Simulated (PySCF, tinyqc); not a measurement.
Worked calculation: CIS and TDHF on RHF in the sto-3g basis, frozen core, for HF, spin multiplicity 1. The lowest restricted solution is unstable here: a spin-polarised one lies 0.0117 hartree lower (PySCF). One step of it, computed by the program tinyqc.

Question. CIS matrix, triplets. A(ia,jb) = (e_a - e_i) d_ij d_ab - (ij|ab).

orbital energies (hartree): MO1 -25.930153, MO2 -1.408949, MO3 -0.464272, MO4 -0.464272, MO5 -0.461697, MO6 0.317300

Two-electron integrals over orbitals (pq|rs), unique and non-zero (hartree); the lowest 1 orbital is frozen and left out:
```
p,q,r,s,(pq|rs)
2,2,2,2,0.876712
3,2,3,2,0.190495
3,3,2,2,0.897701
3,3,3,3,0.997514
4,2,4,2,0.190495
4,3,4,3,0.053770
4,4,2,2,0.897701
4,4,3,3,0.889973
4,4,4,4,0.997514
5,2,2,2,-0.045650
5,2,3,3,-0.061466
5,2,4,4,-0.061466
5,2,5,2,0.129767
5,3,3,2,-0.025015
5,3,5,3,0.033720
5,4,4,2,-0.025015
5,4,5,4,0.033720
5,5,2,2,0.679061
5,5,3,3,0.665095
5,5,4,4,0.665095
5,5,5,2,-0.010570
5,5,5,5,0.661985
6,2,2,2,-0.076551
6,2,3,3,-0.076214
6,2,4,4,-0.076214
6,2,5,2,-0.080793
6,2,5,5,-0.020692
6,2,6,2,0.091298
6,3,3,2,-0.025590
6,3,5,3,-0.023199
6,3,6,3,0.028633
6,4,4,2,-0.025590
6,4,5,4,-0.023199
6,4,6,4,0.028633
6,5,2,2,-0.248973
6,5,3,3,-0.254916
6,5,4,4,-0.254916
6,5,5,2,0.074831
6,5,5,5,-0.089018
6,5,6,2,0.032372
6,5,6,5,0.241338
6,6,2,2,0.631265
6,6,3,3,0.616957
6,6,4,4,0.616957
6,6,5,2,0.041340
6,6,5,5,0.640771
6,6,6,2,-0.050229
6,6,6,5,-0.028059
6,6,6,6,0.664766
```

Give: CIS matrix A, triplet.

Answer.

CIS matrix A, triplet (hartree), lower triangle:
```
,2>6,3>6,4>6,5>6
2>6,1.095
3>6,0.000,0.165
4>6,0.000,0.000,0.165
5>6,-0.041,0.000,0.000,0.138
```
